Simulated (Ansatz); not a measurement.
Saddle point of SiPH7O, singlet (SiPH₇O ([OH][SiH2][PH4]) → SiPH₅O ([OH][SiH2][PH2]) + H₂; bonds formed: H2–H6; bonds broken: H2–P7, H6–P7), PBE0-D4/def2-TZVP structure:

```xyz
10
angstrom
Si -0.0117 -0.6993 1.0187
H 1.1423 1.3129 -0.5620
H 0.4839 -2.0749 0.7635
H -1.2665 -0.7591 1.8071
O 1.0410 0.3759 1.5967
H -0.3200 1.5178 -0.8848
P -0.6475 0.1251 -1.0148
H 1.3251 0.9250 0.7826
H 0.1384 -0.1978 -2.1229
H -1.8851 -0.5255 -1.3841
```

Energies are electronic, without zero-point energy. Barriers and step energies count from the start structure reached by relaxing down the imaginary mode; all methods use the PBE0-D4 structures, on which another method's saddle can fall below an end. Computed with Ansatz 0.2.0 (basis: def2-TZVPP, with def2-QZVPP for the basis limit); correlated methods freeze the cores. B3LYP uses VWN-RPA correlation. Extrapolation: Hartree–Fock as exp(−7.88 √X), correlation as X^−2.97.

| method | barrier (kcal/mol) | step energy (kcal/mol) |
| --- | --- | --- |
| SPW92 | 16.64 | -30.99 |
| PBE-D4 | 20.17 | -36.03 |
| BLYP-D4 | 20.48 | -38.82 |
| r2SCAN-D4 | 22.99 | -37.12 |
| B97M-V | 24.61 | -37.24 |
| PBE0-D4 | ? | -36.17 |
| B3LYP-D4 | 24.19 | -38.58 |
| r2SCAN0-D4 | 26.13 | -37.19 |
| BHLYP-D4 | 29.17 | -38.64 |
| CAM-B3LYP-D4 | 26.28 | -38.60 |
| wB97X-V | ? | -38.39 |
| wB97M-V | ? | -40.32 |
| B2PLYP | 26.14 | -40.26 |
| PBE-QIDH | 27.90 | -37.91 |
| RPA on PBE | 26.98 | -41.21 |
| HF | 35.86 | -43.36 |
| MP2 | 27.98 | -41.28 |
| CCSD | 29.40 | -41.28 |
| CCSD(T) | 27.23 | -41.26 |

Q: Fill in the withheld barriers. (An estimate is asked for; the value comes from the calculation.)

A: The calculation gives: wB97M-V 26.79; wB97X-V 28.48; PBE0-D4 24.61 kcal/mol. Each is the energy of the saddle less that of the start structure, by the same method.

For comparison, the barrier by CCSD(T) at an estimated basis limit (MP2 extrapolated from triple and quadruple zeta, plus CCSD(T) − MP2 in triple zeta) is 26.93 kcal/mol.

The T1 diagnostic stays at or below 0.019.

Labels in which every atom is bracketed show which atoms are joined, not bond orders.

For scale, one of the runs: CCSD(T)/def2-TZVPP, 213 basis functions, launched by `ansatz run in.yaml --threads 4 --pin off --events-out ev --progress --plain --max-ram 9574MiB`. The run took 42 s on 4 CPU threads of an Arm Neoverse V1 (shared host), with 2.9 GiB of host memory at its peak.
